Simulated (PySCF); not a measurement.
Bonds (- single, = double, # triple, : aromatic): C1-C2, C2-C3, C3-C4, C4-C5, C5-C6, C3-C1, C6-C4. C1 carries H7, H8; C2 carries H9, H10; C3 carries H11; C4 carries H12; C5 carries H13, H14; C6 carries H15, H16. H14, H16 are cis to C3 on the ring; H7, H10 are cis to C4 on the ring; H13, H15 are trans to C3 on the ring; H8, H9 are trans to C4 on the ring.

[PySCF 2.14: PBE0/pcSseg-1 with gauge-including orbitals; geometry from PBE0-D3(BJ)/def2-SVP; couplings computed with B3LYP/pcJ-1 (without the spin–dipole term); single conformer; no relativistic terms; no solvent; averaged over atoms made equivalent by symmetry, fast rotation or ring inversion]

References, each an isolated molecule treated in the same way: TMS for $^{1}$H.

The spectrum was simulated from the full spin Hamiltonian at 500 MHz with 1.2 Hz Lorentzian lines, from shifts rounded to 0.01 ppm and J to 0.1 Hz, couplings under 1 Hz left out.

Question: List the maxima of its $^{1}$H spectrum with integrals.

Answer: 
Maxima in ppm (height), grouped by integral:
4H: 0.526 (3), 0.512 (21), 0.499 (75), 0.497 (66), 0.493 (53), 0.488 (53), 0.482 (78), 0.469 (24), 0.455 (4), 0.449 (2), 0.436 (2)
4H: 0.220 (2), 0.216 (2), 0.213 (2), 0.209 (3), 0.187 (24), 0.183 (19), 0.176 (100), 0.175 (100), 0.165 (99), 0.157 (16), 0.152 (22), 0.131 (2)
2H: -0.297 (3), -0.308 (4), -0.318 (13), -0.322 (9), -0.329 (23), -0.336 (31), -0.340 (28), -0.345 (30), -0.352 (22), -0.359 (9), -0.363 (12), -0.372 (4), -0.383 (2)

Question: Summarise it as multiplets with assignments.

Answer: $^{1}$H NMR (500 MHz, computed): δ 0.49 (m, 4H, H8/H9/H13/H15), 0.17 (m, 4H, H7/H10/H14/H16), -0.34 (m, 2H, H11/H12). These are first-order names; overlap and second-order distortion can hide them in the list.

Splittings below 1 Hz are ignored in the labels, and close J values are merged. Couplings among chemically equivalent protons are left out too, so labels in AA′BB′ or AA′XX′ sets are apparent multiplicities. Unscaled 3J(H,H) at this level run about 10 % above measured values.
